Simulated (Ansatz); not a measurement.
# AlC (doublet): wave-function methods side by side at distance Al1–C2 = 2.688 Å, cc-pVDZ

Aim: climb from Hartree-Fock through coupled cluster and multireference methods for AlC (doublet) at one geometry and basis, and see what each rung misses.

Program: Ansatz 0.2.0, Gaussian basis. Level of theory: cc-pVDZ, core rule «outside noble gas», up to 6 orbitals frozen. These are calculated values, not measurements.

To be run: UHF; CCSD(T) on ROHF; CCSD(T) on UHF; BCCD(T) on ROHF; CISD; CCSDT(Q) on ROHF; CCSDT(Q) on UHF; CASSCF and MRCISD+Q, 3 electrons in 3 orbitals; CASSCF and NEVPT2, 3 electrons in 3 orbitals; CASSCF and MRCISD+Q, 7 electrons in 8 orbitals; CASSCF and NEVPT2, 7 electrons in 8 orbitals; Full CI.

29 further runs of the same task are left out: 6 for a known fault of the program, 22 that didn't finish, 1 set aside as unsound or not needed.

## 1. The system

The geometry derives from a PBE0/def2-TZVP stationary point (not a proven minimum). One bond is set to the value named and the two fragments are kept rigid.

2 atoms, charge 0, spin multiplicity 2.

Atoms are counted from 1 here; the program's logs count them from 0.

No contacts short enough for the rule that draws bonds.

## 2. UHF

in.yaml

```yaml
crystal:
  periodic: [false, false, false]
  atoms:
    - {symbol: Al, position_ang: [0.000000, 0.000000, 0.000000]}
    - {symbol: C, position_ang: [0.000000, 0.000000, 2.688000]}
basis:
  gaussian: {orbitals: cc-pVDZ}
magnetization: {spin_polarized: true, initial_magnetization: 1}
hamiltonian: {xc: hf}
output: {orbitals: {seedname: orbitals}}
```

Started as:

```sh
$ ansatz run in.yaml --threads 1 --pin off --events-out ev --progress --plain --max-ram 2393MiB
```

The runs that follow: CCSD(T) on ROHF; CCSD(T) on UHF; BCCD(T) on ROHF; CISD; CCSDT(Q) on ROHF; CCSDT(Q) on UHF; CASSCF and MRCISD+Q, 3 electrons in 3 orbitals; CASSCF and NEVPT2, 3 electrons in 3 orbitals; CASSCF and MRCISD+Q, 7 electrons in 8 orbitals; CASSCF and NEVPT2, 7 electrons in 8 orbitals; Full CI.

Q: Predict the results of all the runs planned. Wanted: FCI below the RHF energy; RMP2 from FCI; RCCSD from FCI; RCCSD(T) from FCI; RCCSDT(Q) from FCI; NEVPT2 pair from FCI; MRCISD+Q pair from FCI; NEVPT2 valence from FCI; T1 diagnostic.

**Answer**, as computed:

```
                         quantity                             value
         FCI below the RHF energy                        -4.6607 eV
                    RMP2 from FCI                     +134.5 kJ/mol
                   RCCSD from FCI                      +23.6 kJ/mol
                RCCSD(T) from FCI                       +8.0 kJ/mol
               RCCSDT(Q) from FCI                       +0.7 kJ/mol
             NEVPT2 pair from FCI                     +111.5 kJ/mol
           MRCISD+Q pair from FCI                       -1.8 kJ/mol
          NEVPT2 valence from FCI                      +66.2 kJ/mol
levels within 1 kcal/mol (43 meV)  RCCSDT, RCCSDT(Q), MRCISD+Q pair
                    T1 diagnostic                             0.036
   effectively unpaired electrons                              1.41
```

**Reading.** RCCSD(T) misses by +8.0 kJ/mol, 1.8 % of the correlation energy. MRCISD+Q pair falls below full CI: the +Q correction isn't variational, and the cores differ from full CI's. The occupations show some static correlation. Of the multireference levels listed MRCISD+Q pair comes nearest in total energy (-1.8 kJ/mol), which doesn't show that its space is the better one. Coupled cluster took another determinant than the lowest Hartree-Fock one. These misses are within one basis, not against nature.
